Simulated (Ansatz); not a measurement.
Input file for C3H6FN, SMILES `C/C=N/CF`:

```yaml
crystal:
  periodic: [false, false, false]
  atoms:
    - {symbol: C, position_ang: [-0.893021, -1.314398, -0.965569]}
    - {symbol: C, position_ang: [-0.054150, -0.490279, -0.059424]}
    - {symbol: N, position_ang: [-0.070979, 0.771010, -0.081569]}
    - {symbol: C, position_ang: [0.749903, 1.454131, 0.862769]}
    - {symbol: F, position_ang: [1.469761, 2.428010, 0.215442]}
    - {symbol: H, position_ang: [-0.263590, -1.993404, -1.548793]}
    - {symbol: H, position_ang: [-1.468931, -0.679030, -1.636854]}
    - {symbol: H, position_ang: [-1.575179, -1.941651, -0.383041]}
    - {symbol: H, position_ang: [0.592391, -1.038874, 0.645152]}
    - {symbol: H, position_ang: [1.469846, 0.795929, 1.373354]}
    - {symbol: H, position_ang: [0.109349, 1.951355, 1.599232]}
basis:
  gaussian: {orbitals: def2-TZVPP}
correlation: {method: ccsd_t}
output: {orbitals: {seedname: orbitals}}
```

```sh
$ ansatz run in.yaml --threads 4 --pin off --events-out ev --progress --plain
```

The program prints (abridged):

```
Functional definition: HF
1440 factors; integrals over basis functions are off by at most 9.9e-4 eV
mean field evaluation 1: about -7372.6300 eV, gradient 3.7e1 eV
mean field evaluation 2: about -7372.8755 eV, gradient 3.7e1 eV
mean field evaluation 4: about -7376.1982 eV, gradient 4.6e0 eV
mean field evaluation 8: about -7376.2691 eV, gradient 3.7e-1 eV
mean field evaluation 16: about -7376.2701 eV, gradient 1.9e-6 eV
mean field -7376.27008186 eV, -271.0729256930 hartree, gradient 1.9e-6 eV, S^2 0.000000; 0 other end points of the search recorded, 0 dependent functions left out
5 core orbitals not correlated: weight in the atoms' cores, before any rotation towards them, 1.000 or more for the frozen orbitals, at most 0.000 for the correlated occupied ones
reference -7376.27008186 eV, -271.0729256930 hartree; 15, 15 occupied and 219, 219 virtual orbitals, 1440 factors
second order -25.87644475 eV of doubles, -0.00000000 eV of singles
cycle   1  -26.03142344 eV  change   -1.5e-1 eV  update   1.1e-1
cycle   2  -26.64215072 eV  change   -6.1e-1 eV  update   3.1e-2
cycle   3  -26.78266115 eV  change   -1.4e-1 eV  update   1.6e-2
cycle   4  -26.77181161 eV  change    1.1e-2 eV  update   3.9e-3
cycle   5  -26.77093767 eV  change    8.7e-4 eV  update   1.9e-3
cycle   6  -26.77224119 eV  change   -1.3e-3 eV  update   6.5e-4
cycle   7  -26.77204248 eV  change    2.0e-4 eV  update   3.0e-4
cycle   8  -26.77188532 eV  change    1.6e-4 eV  update   1.4e-4
cycle   9  -26.77193747 eV  change   -5.2e-5 eV  update   7.2e-5
cycle  10  -26.77194061 eV  change   -3.1e-6 eV  update   3.1e-5
perturbative correction -1.05404680 eV, -0.0387355055 hartree
Total energy: -7404.09606927 eV, -272.0955118691 hartree
```

It took 2.1 min on 4 threads of a server CPU on a shared host, with 5 GiB of host memory at the peak.

Correlation energy per correlated electron: -0.928 eV. T1 diagnostic: 0.0117.
